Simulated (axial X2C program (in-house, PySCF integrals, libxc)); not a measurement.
# BCO: bond lengths and stretches, held linear

An exercise on one series of results from a longer session: the logs are not shown, and one member is left open.

The runs use an in-house X2C program for linear molecules on PySCF integrals; all-electron X2C, two-component (2c) or spin-free, B dyall-v3z, C dyall-v3z, O dyall-av3z.

All values are calculated.

2 further runs of the same task are left out: 2 set aside as unsound or not needed.

Set-up of the first run:

task.json

```json
{"zs": [5, 6, 8], "q": 0, "bas": ["dyall-v3z", "dyall-v3z", "dyall-av3z"], "r0": [1.55, 1.15], "symm": 0, "scan": ["PBE0", "HF", "r2SCAN"], "levels": ["PBE0", "HF", "TPSSh"], "nst": 2}
```

Keys: zs atomic numbers; q charge; bas basis sets; r0 starting distance in Å; symm equal bonds; scan levels of the two-bond scan (MP2 follows by itself at each HF point); levels methods; nst determinants followed.

Started as:

```console
$ python solin.py task.json out
```

Masses B 11.009, C 12.000, O 15.995 u.

Steps of the session up to this table: Scan at HF, 2c; Scan at r2SCAN, 2c; Scan at MP2, 2c.

One table of the session follows, with a row left open; its other results are not shown here.

| level | r(B–C) (Å) | r(C–O) (Å) | lower stretch (cm⁻¹) | upper stretch (cm⁻¹) |
| --- | --- | --- | --- | --- |
| HF, 2c | 1.412 | 1.132 | 1168.7 | 2189.2 |
| r2SCAN, 2c | 1.417 | 1.165 | 1113.8 | 2066.3 |
| MP2, 2c | 1.422 | 1.166 | 1117.0 | 2080.6 |
| PBE0, spin-free | 1.411 | 1.161 | 1136.3 | 2094.7 |
| HF, spin-free | 1.412 | 1.132 | 1168.7 | 2189.0 |
| r2SCAN, spin-free | 1.417 | 1.165 | 1113.8 | 2066.0 |
| MP2, spin-free | ? | ? | ? | ? |

Estimate the missing values for MP2, spin-free.

The run gave: r(B–C) (Å): 1.422; r(C–O) (Å): 1.166; lower stretch (cm⁻¹): 1117.0; upper stretch (cm⁻¹): 2080.3.

Scans not shown above were run alike.

In words: Over the levels the B–C bond spans 1.411 to 1.422 Å and the C–O bond 1.132 to 1.166 Å. At HF spin–orbit coupling leaves both bonds unchanged to 0.001 Å. Each state is one determinant, the lowest of a limited PBE0 search; the stretches come from a fit to few points and are good to some per cent at best. MP2 freezes inner shells (threshold -2 hartree). The molecule was held linear; bending was not examined, so a bent shape may lie lower. Note: several unpaired electrons, one determinant need not be a pure state.
